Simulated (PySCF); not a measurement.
Compound: C4H12NO (charge +1).
InChI=1S/C4H11NO/c1-3-6-4-5-2/h5H,3-4H2,1-2H3/p+1

Theory: PySCF 2.14.0, density-fitted response routines, TDDFT CAM-B3LYP/def2-SVPD, vertical, gas phase, core orbitals frozen in the response. The structure is a single PBE0-D3(BJ)/def2-SVP conformer in the gas phase; no vibrational or solvent corrections. Torsions of this conformer, `[CH3:1][CH2:2][O:3][CH2:4][NH2+:5][CH3:6]`: C1–C2–O3–C4 179°, C2–O3–C4–N5 179°, O3–C4–N5–C6 179°.

```json
{"state": "S1", "E (eV)": "7.24", "ν̃ (cm⁻¹)": "58380", "f": "0.0007", "main configurations (H = HOMO, L = LUMO)": "H→L (89%)"}
{"state": "S2", "E (eV)": "8.21", "ν̃ (cm⁻¹)": "66260", "f": "0.022", "main configurations (H = HOMO, L = LUMO)": "H→L+3 (46%), H→L+2 (35%)"}
{"state": "S3", "E (eV)": "8.45", "ν̃ (cm⁻¹)": "68150", "f": "0.034", "main configurations (H = HOMO, L = LUMO)": "H→L+1 (92%)"}
{"state": "S4", "E (eV)": "8.72", "ν̃ (cm⁻¹)": "70310", "f": "0.030", "main configurations (H = HOMO, L = LUMO)": "H→L+2 (56%), H→L+3 (22%)"}
{"state": "S5", "E (eV)": "9.09", "ν̃ (cm⁻¹)": "73340", "f": "0.023", "main configurations (H = HOMO, L = LUMO)": "H-1→L (50%), H-2→L (32%)"}
{"state": "S6", "E (eV)": "9.35", "ν̃ (cm⁻¹)": "75390", "f": "0.0009", "main configurations (H = HOMO, L = LUMO)": "H-2→L (44%), H-1→L (27%)"}
{"state": "S7", "E (eV)": "9.56", "ν̃ (cm⁻¹)": "77080", "f": "0.0011", "main configurations (H = HOMO, L = LUMO)": "H→L+4 (48%), H→L+6 (12%), H-2→L (9%)"}
{"state": "S8", "E (eV)": "9.62", "ν̃ (cm⁻¹)": "77600", "f": "0.0001", "main configurations (H = HOMO, L = LUMO)": "H→L+6 (40%), H→L+5 (27%), H→L+11 (9%)"}
{"state": "S9", "E (eV)": "9.91", "ν̃ (cm⁻¹)": "79940", "f": "0.0013", "main configurations (H = HOMO, L = LUMO)": "H→L+5 (47%), H→L+3 (8%), H→L+4 (8%)"}
{"state": "S10", "E (eV)": "9.96", "ν̃ (cm⁻¹)": "80360", "f": "0.023", "main configurations (H = HOMO, L = LUMO)": "H-1→L+3 (24%), H-1→L+2 (19%), H-2→L+3 (17%)"}
```

Triplets (Tamm–Dancoff): T1 7.15 eV, H→L (85%); T2 7.94 eV, H→L+3 (48%), H→L+2 (24%); T3 8.33 eV, H→L+1 (89%); T4 8.52 eV, H→L+2 (63%), H→L+3 (12%).

The lowest singlet comes at 171 nm (698 kJ/mol) in the vacuum ultraviolet; it is very weak; its leading configuration is HOMO→LUMO (89%). The strongest level in the table is S3 at 8.45 eV (147 nm, f = 0.034). Löwdin shares by element: HOMO oxygen 48%, carbon 16% or more, hydrogen 15% or more (atoms not listed hold the other 21%); LUMO hydrogen 31% or more, carbon 16% or more, nitrogen 15% (atoms not listed hold the other 38%). Weighted by f, the mean energy of these states is 8.86 eV. The listed states span 2.72 eV, and the widest gap between neighbours is 0.98 eV (S1 to S2). Orbital energies (eV): HOMO-3 -15.75, HOMO-2 -15.28, HOMO-1 -15.26, HOMO -13.81, LUMO -3.63, LUMO+1 -2.39, LUMO+2 -2.36. All these states lie below the vertical ionisation energy of 14.74 eV (ΔSCF). The window holds the lowest 10 singlets.
